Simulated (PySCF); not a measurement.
The isolated species `O=[PH3]` (PH3O) is ionised with synchrotron light (hν = 2000.0 eV). Calculated photoelectron kinetic energies of its computed core levels, recoil neglected:

```json
{"line": "1", "kinetic energy (eV)": "1860.82"}
{"line": "2", "kinetic energy (eV)": "1859.93"}
{"line": "3", "kinetic energy (eV)": "1462.95"}
```

Theory: PySCF 2.14.0, delta-SCF UKS SCAN, pcX-2 on the ionised atom, pcseg-1 elsewhere, spin-free X2C.

Which element, shell and site does each line come from? Numbering: `[O:1]=[PH3:2]`.

Against the vacuum level, binding energy = hν − kinetic energy.

| line | binding energy (eV) | level | atoms | environment |
| --- | --- | --- | --- | --- |
| 1 | 139.18 | P 2p3/2 | P2 | phosphoryl phosphorus |
| 2 | 140.07 | P 2p1/2 | P2 | phosphoryl phosphorus |
| 3 | 537.05 | O 1s | O1 | phosphoryl oxygen |

Out of reach at this photon energy: P 1s (2153.1 eV).

Where does line 3 move with hν = 800.0 eV?

To 800.0 − 537.05 = 262.95 eV; every photoline shifts by the change in photon energy, -1200.0 eV.

Express the binding energy of P 2p3/2 of P2 in atomic units and per mole.

139.18 eV = 5.1148 Eh = 13429 kJ/mol.

Other core shells, valence and Auger electrons aren't listed. Spin–orbit coupling isn't in the SCF: each 2p doublet comes from a relaxed spin-free hole plus a matrix of the shell (mean-field spin–orbit coupling and the ground-state 2p splitting), with 2p3/2 averaged over its two sublevels. 2p1/2 minus 2p3/2 (ligand field included): P 0.89 eV. Isolated species at its PBE0-D3(BJ)/def2-SVP geometry, gas phase.
